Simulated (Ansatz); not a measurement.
Input file:

```yaml
crystal:
  periodic: [false, false, false]
  atoms:
    - {symbol: Br, position_ang: [-1.844420, 0.251057, 0.000000]}
    - {symbol: H, position_ang: [-0.423820, 0.251057, 0.000000]}
    - {symbol: N, position_ang: [0.999580, 0.251057, 0.000000]}
    - {symbol: H, position_ang: [1.268661, -0.753170, 0.000000]}
basis:
  gaussian: {orbitals: "6-31G*"}
magnetization: {spin_polarized: false, initial_magnetization: 2}
correlation: {active_space: {window: {electrons: 12, orbitals: 7}}}
```

```sh
$ ansatz run in.yaml --threads 1 --pin off --events-out ev --progress --plain --max-ram 2393MiB
```

(1) Roughly how long does this take on 1 thread of Arm Neoverse V2, shared host, and how much host memory?

```
531 factors; integrals over basis functions are off by at most 1.0e-3 eV
mean field evaluation 1: about -71499.7490 eV, gradient 1.3e1 eV
mean field evaluation 2: about -71499.7498 eV, gradient 1.3e1 eV
mean field evaluation 4: about -71500.8226 eV, gradient 2.3e0 eV
mean field evaluation 8: about -71500.8906 eV, gradient 1.2e-1 eV
mean field -71500.89095063 eV, -2627.6092773912 hartree, gradient 2.8e-6 eV, S^2 2.000000; 0 other end points of the search recorded, 0 dependent functions left out
reference -71500.89095063 eV, -2627.6092773912 hartree; 23, 21 occupied and 31, 33 virtual orbitals, 531 factors
state -71500.89171538 eV, -2627.6093054951 hartree
Total energy: -71500.89171538 eV, -2627.6093054951 hartree
```

Natural occupations: 2.0000 2.0000 2.0000 2.0000 2.0000 1.0000 1.0000.

## Answers

(1) 6 s wall and 0.1 GiB.
